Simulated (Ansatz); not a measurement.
in.yaml

```yaml
crystal:
  periodic: [false, false, false]
  atoms:
    - {symbol: As, position_ang: [0.000000, 0.000000, 0.000000]}
    - {symbol: As, position_ang: [0.000000, 0.000000, 2.176400]}
basis:
  gaussian: {orbitals: STO-3G}
total_charge: -1
magnetization: {spin_polarized: true, initial_magnetization: 1}
correlation: {method: ccsdtq, electrons: outside_noble_gas}
scf: {lower_state_search: full}
```

```sh
$ ansatz run in.yaml --threads 1 --pin off --events-out ev --progress --plain --max-ram 2393MiB
```

The program prints:

```
427 factors; integrals over basis functions are off by at most 3.5e-8 eV
mean field evaluation 1: about -120230.2008 eV, gradient 2.0e0 eV
mean field evaluation 2: about -120230.2121 eV, gradient 2.0e0 eV
mean field evaluation 4: about -120230.2428 eV, gradient 7.5e-2 eV
mean field evaluation 8: about -120230.2428 eV, gradient 2.0e-6 eV
mean field evaluation 16: about -120230.2429 eV, gradient 4.4e-3 eV
mean field evaluation 32: about -120230.8344 eV, gradient 1.3e-1 eV
mean field evaluation 64: about -120230.2314 eV, gradient 1.8e-2 eV
mean field evaluation 96: about -120224.0161 eV, gradient 7.2e-1 eV
mean field evaluation 128: about -120230.8333 eV, gradient 1.1e-2 eV
mean field evaluation 160: about -120230.2615 eV, gradient 5.4e-1 eV
...
cycle   3  -2.48262507 eV  change   -4.5e-2 eV  update   1.5e-2
cycle   4  -2.48494140 eV  change   -2.3e-3 eV  update   5.8e-3
cycle   5  -2.48393248 eV  change    1.0e-3 eV  update   1.5e-3
cycle   6  -2.48347251 eV  change    4.6e-4 eV  update   5.4e-4
cycle   7  -2.48387026 eV  change   -4.0e-4 eV  update   2.1e-4
cycle   8  -2.48397812 eV  change   -1.1e-4 eV  update   8.5e-5
cycle   9  -2.48390422 eV  change    7.4e-5 eV  update   2.7e-5
cycle  10  -2.48390445 eV  change   -2.3e-7 eV  update   1.0e-5
cycle  11  -2.48390263 eV  change    1.8e-6 eV  update   2.7e-6
cycle  12  -2.48390281 eV  change   -1.8e-7 eV  update   1.4e-6
Total energy: -120232.72674887 eV, -4418.4712113516 hartree
```

Ran on 1 thread of Arm Neoverse V1, shared host: 25 s wall, 0.27 GiB peak host memory.
